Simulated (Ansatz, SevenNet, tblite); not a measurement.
2H MoSe2, equilibrium lattice constant a

Reference value: 3.289 Å (measured, 300 K, not corrected to a static lattice; as tabulated in arXiv:1605.07067).

```tsv
level (code)	value (Å)
GFN2-xTB (tblite)	3.336
SevenNet-l3i5 (SevenNet)	3.328
LDA (Ansatz)	3.248
PBE (Ansatz)	3.321
PBE-D3(BJ) (Ansatz)	___
```

Q: What belongs in the gaps?

A: 
- PBE-D3(BJ) (Ansatz, an electronic-structure program), value (Å): 3.277

Differences against the reference: GFN2-xTB +1.43 %, SevenNet-l3i5 +1.19 %, LDA -1.25 %, PBE +0.97 %, PBE-D3(BJ) -0.36 %.

The reference is not for a static lattice or low temperature, so close values are not ranked against it. Off by more than 1.25 % (a bound picked here): GFN2-xTB (+1.43 %).

The measured value isn't corrected to a static lattice, so vibrations enter the comparison. A static lattice is as a rule a little smaller than the measured one.  GFN2-xTB: the method was fitted mainly to molecules. GFN2-xTB: the run uses a supercell at the zone centre in place of a k mesh. LDA, PBE: the cell comes from a level without a dispersion term, which matters for the spacing of layers, chains or molecules. Cutoffs differ between the levels. Ansatz's density-functional and Hartree–Fock values are scalar-relativistic unless marked +SOC, with PAW data made under PBE.

Machine-learned potentials (SevenNet-l3i5) are trained on DFT data, which may include these solids.

Differences are worked out from the printed values.
